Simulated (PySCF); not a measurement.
## State search for NaLi⁺

Unrestricted PBE0; basis Na 3-21G, Li 3-21G; no relativity; PySCF 2.14. Outer shells of the fragments: Na+ closed shells only; Li 2s1.

Followed along the bond (rough minima from three points):

| 2Ms+1 | unpaired | ⟨S²⟩ at the start | R at minimum (Å) | Te (eV) |
| --- | --- | --- | --- | --- |
| 2 | σ ↑ | 0.75 | 3.39 | 0.00 |

Solutions found at the starting distance of 2.960 Å, counted from the lowest of them; the search is not exhaustive and high or unbound solutions are not listed, so other states can lie among these:

```json
{"2Ms+1": "2", "unpaired": "σ ↑", "term": "²Σ⁺", "E (eV)": "0.00", "⟨S²⟩": "0.75", "⟨Lz²⟩": "0.00", "μ (D)": "3.36"}
{"2Ms+1": "2", "unpaired": "π ↑", "term": "²Π", "E (eV)": "2.83", "⟨S²⟩": "0.75", "⟨Lz²⟩": "1.00", "μ (D)": "1.07"}
```

A term symbol is given only where ⟨S²⟩ and ⟨Lz²⟩ are close to those of a pure state; real π, δ and φ orbitals otherwise mix terms. A positive dipole points towards Li; it is taken about the centre of mass and depends on that origin.

Counting both spins, an empty level lies below a filled one in some of these solutions, because spin and occupation are held. 3-21G is very small, so such numbers show the basis as much as the molecule.
